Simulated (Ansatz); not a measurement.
**H₂SO₂: one structure at several levels**

The task here is to estimate one member of a computed series from the others.

Program: Ansatz 0.2.0, Gaussian basis. Level of theory: single points in def2-TZVPP. These are calculated values, not measurements.

Cores are frozen in the correlated methods.

## The starting structure

SMILES `OSO`, 5 atoms, charge 0, spin multiplicity 1.

Atoms are counted from 1 here; the program's logs count them from 0.

Bond lengths: O1–S2 1.594 Å, O1–H4 0.949 Å, S2–O3 1.563 Å, O3–H5 0.926 Å. Angles: S2–O1–H4 109.8°, O1–S2–O3 103.2°, S2–O3–H5 127.0°.

Coordinates:

```
O    -1.10150    0.19960   -0.68420
S    -0.44710   -0.66950    0.48030
O     0.72810    0.23140    0.97960
H    -0.70890   -0.03000   -1.51670
H     1.60790    0.21080    0.68990
```

Set-up of the first run:

Input file run/in.yaml:

```yaml
crystal:
  periodic: [false, false, false]
  atoms:
    - {symbol: O, position_ang: [-1.101500, 0.199600, -0.684200]}
    - {symbol: S, position_ang: [-0.447100, -0.669500, 0.480300]}
    - {symbol: O, position_ang: [0.728100, 0.231400, 0.979600]}
    - {symbol: H, position_ang: [-0.708900, -0.030000, -1.516700]}
    - {symbol: H, position_ang: [1.607900, 0.210800, 0.689900]}
basis:
  gaussian: {orbitals: def2-TZVPP}
correlation: {method: ccsd_t}
output: {forces: true}
```

No record of the launch command was kept for these runs.

Steps of the session up to this table: CCSD(T)/def2-TZVPP; PBE0-D4/def2-TZVPP; wB97M-V/def2-TZVPP; r2SCAN-D4/def2-TZVPP; PBE-D4/def2-TZVPP; BLYP-D4/def2-TZVPP; revPBE-D4/def2-TZVPP.

One of the session's tables, all rows but one given; the rest of the session is left out.

| method | RMS force component (eV/Å) | angle to CCSD(T) forces (°) | dipole (D) |
| --- | --- | --- | --- |
| CCSD(T) | 1.364 | reference | 2.91 |
| PBE0-D4 | 1.215 | 6.4 | 2.94 |
| wB97M-V | 1.260 | 3.5 | 2.93 |
| r2SCAN-D4 | 1.357 | 4.2 | 2.95 |
| PBE-D4 | 1.570 | 8.7 | 2.88 |
| BLYP-D4 | ? | ? | ? |
| revPBE-D4 | 1.634 | 7.9 | 2.86 |

Estimate the missing values for BLYP-D4.

The run gave: RMS force component (eV/Å): 1.685; angle to CCSD(T) forces (°): 8.9; dipole (D): 2.87. In the column «RMS force component (eV/Å)» it is the highest.
